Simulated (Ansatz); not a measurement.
# BClH4O: the cost of one run

All numbers below are computed with Ansatz 0.2.0 (RKS r2SCAN-D4/6-31G*).

## 1. The starting structure

Bond lengths: B1–O2 1.760 Å, O2–H3 1.010 Å, B1–H4 1.190 Å, B1–Cl5 1.860 Å. Angles: B1–O2–H3 109.5°, O2–B1–H4 120.0°, O2–B1–Cl5 120.0°, H4–B1–Cl5 120.0°.

Coordinates:

```xyz
7

B     0.0000    0.0000    0.0000
O     0.0000    0.0000    1.7600
H    -0.9095   -0.2814    2.0971
H     1.0305    0.0000   -0.5950
Cl   -1.6108    0.0000   -0.9300
H    -0.1864    1.4017    0.4698
H    -0.1517    1.1410    1.3187
```

## 2. Pulling towards end A

Springs on the bonds that form and break draw the guess towards this end; the thresholds are loose.

input.yaml

```yaml
crystal:
  periodic: [false, false, false]
  atoms:
    - { symbol: B, position_ang: [0.0, 0.0, 0.0] }
    - { symbol: O, position_ang: [0.0, 0.0, 1.76] }
    - { symbol: H, position_ang: [-0.9095, -0.2814, 2.0971] }
    - { symbol: H, position_ang: [1.0305, 0.0, -0.595] }
    - { symbol: Cl, position_ang: [-1.6108, 0.0, -0.93] }
    - { symbol: H, position_ang: [-0.1864, 1.4017, 0.4698] }
    - { symbol: H, position_ang: [-0.1517, 1.141, 1.3187] }
basis:
  gaussian: { orbitals: "6-31G*" }
hamiltonian:
  xc: r2scan
  dispersion: d4
relax:
  f_tol: 0.15
  max_steps: 25
  restrain:
    - { distance: [0, 5], at: 2.39, k: 30.0 }
    - { distance: [6, 1], at: 2.21, k: 30.0 }
    - { distance: [0, 1], at: 1.41, k: 30.0 }
    - { distance: [6, 5], at: 0.66, k: 30.0 }
```

Command:

```
$ ansatz run input.yaml --threads 1 --pin off --max-ram 2048MiB --backend cpu --events-out ev --progress --plain --runs-dir out
```

What time and memory should one allow on 1 thread of Arm Neoverse V1, shared host?

About 32 s, with a peak of 0.13 GiB.
